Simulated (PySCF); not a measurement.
Ligands exchanged one at a time, Si H-Cl. Gas-phase values, no solvent. Strings in code marks are SMILES.

The HOMO from two functionals at the same geometries (r2SCAN-D4/def2-TZVP), both in PySCF: PBE-D3(BJ)/def2-TZVP and r2SCAN-D4/def2-TZVP. 

```json
[
 {"species": "0 of 4 H replaced by Cl (`[SiH4]`)", "r2SCAN-D4/def2-TZVP (eV)": "-8.87"},
 {"species": "1 of 4 H replaced by Cl (`[SiH3]Cl`)", "r2SCAN-D4/def2-TZVP (eV)": "-8.01"},
 {"species": "2 of 4 H replaced by Cl", "r2SCAN-D4/def2-TZVP (eV)": "-8.09"},
 {"species": "3 of 4 H replaced by Cl", "r2SCAN-D4/def2-TZVP (eV)": "-8.35"},
 {"species": "4 of 4 H replaced by Cl (`Cl[Si](Cl)(Cl)Cl`)", "r2SCAN-D4/def2-TZVP (eV)": "-8.50"}
]
```

Task: What does PBE-D3(BJ)/def2-TZVP give for each?

Result: 
- 0 of 4 H replaced by Cl (`[SiH4]`): -8.51
- 1 of 4 H replaced by Cl (`[SiH3]Cl`): -7.65
- 2 of 4 H replaced by Cl: -7.73
- 3 of 4 H replaced by Cl: -7.97
- 4 of 4 H replaced by Cl (`Cl[Si](Cl)(Cl)Cl`): -8.10
Over these rows, drawn at random from the members with no instability flagged (it was tested for open shells, ions and some series alone), PBE minus r2SCAN-D4: mean +0.37 eV, from +0.35 eV to +0.39 eV.
